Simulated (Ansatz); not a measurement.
Basis sets compared for the cluster Li3H4 (the lowest doublet isomer of a short search). Charge 0, multiplicity 2. Geometry r2SCAN-D4/def2-TZVP. Ansatz on 4 threads of Arm Neoverse V2 on a shared host; times are rough, and most runs start from earlier orbitals.

Cartesian coordinates in Å:
```
Li 0.232 2.382 1.041
Li 1.745 0.024 0.892
Li -0.779 -0.077 -0.431
H -2.073 -1.297 -1.552
H 0.652 -0.924 -0.028
H -1.476 -1.735 -1.425
H 1.700 1.627 1.503
```

B3LYP takes the VWN-RPA correlation. In the doublet, H4 and H6 lie 0.75 Å apart (atoms count from 1), so H2 has formed as a molecule. The structure comes from a short search, and lower isomers may exist.

Binding counts from free atoms (Li doublet, H doublet) in the same basis, without a counterpoise term.

```tsv
level	functions	energy (Eh)	HOMO (eV)	LUMO (eV)	binding per atom (eV)	wall time
HF/STO-3G	19	-24.2649	-4.54	3.00	1.76	0.05 s
HF/6-31G	35	-24.6149	-5.15	1.03	1.28	0.1 s
PBE-D4/def2-SVP	47	-24.8084	-2.71	-1.35	1.76	0.45 s
PBE-D4/def2-TZVP	66	-24.8322	-2.84	-1.47	1.74	0.5 s
r2SCAN-D4/def2-TZVP	66	-24.8943	-2.91	-1.22	1.77	1.1 s
B3LYP-D4/6-31G	35	-24.9372	-3.28	-1.05	1.80	0.45 s
B3LYP-D4/def2-TZVP	66	-24.9574	-3.29	-1.15	1.83	0.55 s
PBE0-D4/def2-SVP	47	-24.8290	-3.36	-0.74	1.75	0.45 s
PBE0-D4/def2-TZVP	66	-24.8507	-3.49	-0.85	1.73	0.65 s
```

Q: Estimate the rows for PBE-D4/def2-TZVPD, r2SCAN-D4/def2-TZVPD, PBE0-D4/def2-TZVPD.

A: 
```
               level  functions  energy (Eh)  HOMO (eV)  LUMO (eV)  binding per atom (eV)  wall time
   PBE-D4/def2-TZVPD         87     -24.8346      -2.82      -1.47                   1.75     0.65 s
r2SCAN-D4/def2-TZVPD         87     -24.8969      -2.88      -1.23                   1.78      1.4 s
  PBE0-D4/def2-TZVPD         87     -24.8534      -3.46      -0.85                   1.74      0.7 s
```
